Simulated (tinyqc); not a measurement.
RKS/LDA (PW92) in the sto-6g basis, for H2O, spin multiplicity 1, step by step (part 2 of 2). Computed by tinyqc, a small Python program that keeps every step (integrals from PySCF). Command: `OMP_NUM_THREADS=1 python tinyqc.py 28011 28012 out.jsonl` (the two numbers bound the seeds that draw the settings). One thread of a shared host (Intel(R) Xeon(R) Processor @ 2.60GHz), about 0.7 s of CPU time with the checks.

Geometry (angstrom):
```
atom         x          y         z
O     0.000000   0.000000  0.000000
H     0.000000   1.006000  0.697000
H     0.000000  -1.084000  0.751000
```

## Convergence

Stop when the energy changes by less than 1e-10 hartree and every element of the error matrix X^T (F D S - S D F) X is below 3e-06.

Course of the cycle:
```
iteration   E (hartree)     change  largest element of the error matrix
1          -73.80168528          -                             4.56e-01
2          -74.03338806  -2.32e-01                             6.96e-01
3          -74.28796278  -2.55e-01                             5.85e-01
4          -74.08466426   2.03e-01                             7.00e-01
5          -74.29651425  -2.12e-01                             5.86e-01
6          -74.08507479   2.11e-01                             7.00e-01
7          -74.29659594  -2.12e-01                             5.87e-01
8          -74.08507830   2.12e-01                             7.00e-01
9          -74.29659674  -2.12e-01                             5.87e-01
10         -74.08507832   2.12e-01                             7.00e-01
11         -74.29659675  -2.12e-01                             5.87e-01
12         -74.08507832   2.12e-01                             7.00e-01
13         -74.29659675  -2.12e-01                             5.87e-01
14         -74.08507832   2.12e-01                             7.00e-01
...                 ...        ...                                  ...
57         -74.29659675  -2.12e-01                             5.87e-01
58         -74.08507832   2.12e-01                             7.00e-01
59         -74.29659675  -2.12e-01                             5.87e-01
60         -74.08507832   2.12e-01                             7.00e-01
61         -74.29659675  -2.12e-01                             5.87e-01
62         -74.08507832   2.12e-01                             7.00e-01
63         -74.29659675  -2.12e-01                             5.87e-01
64         -74.08507832   2.12e-01                             7.00e-01
65         -74.29659675  -2.12e-01                             5.87e-01
66         -74.08507832   2.12e-01                             7.00e-01
67         -74.29659675  -2.12e-01                             5.87e-01
68         -74.08507832   2.12e-01                             7.00e-01
69         -74.29659675  -2.12e-01                             5.87e-01
70         -74.08507832   2.12e-01                             7.00e-01
```

PySCF RKS in the same basis, fine grid = -75.38615333 hartree

Not converged within the cap of 70 iterations: the residual has stopped falling: the iteration swings between two states. Reruns (cap 100 unless said): DIIS 8: converged in 11; damping 0.5: converged in 35; level shift 0.5: converged in 20; atomic densities as start, DIIS 8: converged in 10; the original settings with a cap of 400: not converged.
